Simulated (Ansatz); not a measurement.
The input, for Ansatz 0.2.0:

```yaml
crystal:
  periodic: [false, false, false]
  atoms:
    - {symbol: Al, position_ang: [0.000000, 0.000000, 0.458271]}
    - {symbol: Al, position_ang: [0.000000, 0.000000, -3.717305]}
    - {symbol: H, position_ang: [0.000000, 0.000000, 3.259035]}
basis:
  gaussian: {orbitals: 6-31G}
magnetization: {spin_polarized: false, initial_magnetization: 3}
correlation: {method: fci, electrons: outside_noble_gas}
```

```sh
$ ansatz run in.yaml --threads 1 --pin off --events-out ev --progress --plain --max-ram 2393MiB
```

Question: Roughly how long does this take on 1 thread of Intel Xeon 6975P-C, shared host, and how much host memory?

Answer: 9.5 s wall and 0.19 GiB.

```
537 factors; integrals over basis functions are off by at most 5.5e-8 eV
mean field evaluation 1: about -13174.7457 eV, gradient 5.2e0 eV
mean field evaluation 2: about -13174.7470 eV, gradient 5.2e0 eV
mean field evaluation 4: about -13175.6596 eV, gradient 1.6e0 eV
mean field evaluation 8: about -13175.9906 eV, gradient 3.4e-1 eV
mean field evaluation 16: about -13175.9963 eV, gradient 1.5e-6 eV
mean field evaluation 32: about -13175.8330 eV, gradient 8.5e-4 eV
mean field evaluation 64: about -13175.9967 eV, gradient 5.4e-2 eV
mean field evaluation 96: about -13175.9541 eV, gradient 6.8e-1 eV
mean field evaluation 128: about -13175.9333 eV, gradient 1.8e0 eV
mean field evaluation 160: about -13175.8325 eV, gradient 1.4e-1 eV
mean field evaluation 192: about -13175.9963 eV, gradient 1.5e-6 eV
mean field -13175.99631865 eV, -484.2089336993 hartree, gradient 1.5e-6 eV, S^2 3.750000; 18 other end points of the search recorded, 0 dependent functions left out
mean field evaluation 224: about -13176.0165 eV, gradient 4.6e-2 eV
mean field evaluation 256: about -13176.0169 eV, gradient 2.8e-2 eV
mean field evaluation 288: about -13175.8615 eV, gradient 6.2e-1 eV
determinant -13175.99631865 eV, -484.2089336993 hartree, with singles and doubles -13177.71636566 eV, -484.2721442611 hartree
determinant -13175.91456191 eV, -484.2059291944 hartree, with singles and doubles -13177.59219439 eV, -484.2675810510 hartree
determinant -13175.83301705 eV, -484.2029324762 hartree, with singles and doubles -13177.48949107 eV, -484.2638067738 hartree
determinant -13175.99631865 eV, -484.2089336993 hartree, with singles and doubles -13177.71736511 eV, -484.2721809902 hartree
determinant -13175.91456191 eV, -484.2059291944 hartree, with singles and doubles -13177.59823008 eV, -484.2678028586 hartree
determinant -13175.83301705 eV, -484.2029324762 hartree, with singles and doubles -13177.49162766 eV, -484.2638852920 hartree
10 core orbitals not correlated: weight in the atoms' cores, before any rotation towards them, 1.000 or more for the frozen orbitals, at most 0.000 for the correlated occupied ones
reference -13175.99631865 eV, -484.2089336993 hartree; 5, 2 occupied and 13, 16 virtual orbitals, 537 factors
state -13177.76121561 eV, -484.2737924661 hartree
Total energy: -13177.76121561 eV, -484.2737924661 hartree
```

Natural occupations: 1.9117 1.8986 1.0004 0.9480 0.9473 0.0886 0.0873 0.0432 0.0414 0.0084 0.0081 0.0060 0.0049 0.0029 0.0022 0.0004 0.0003 0.0002.
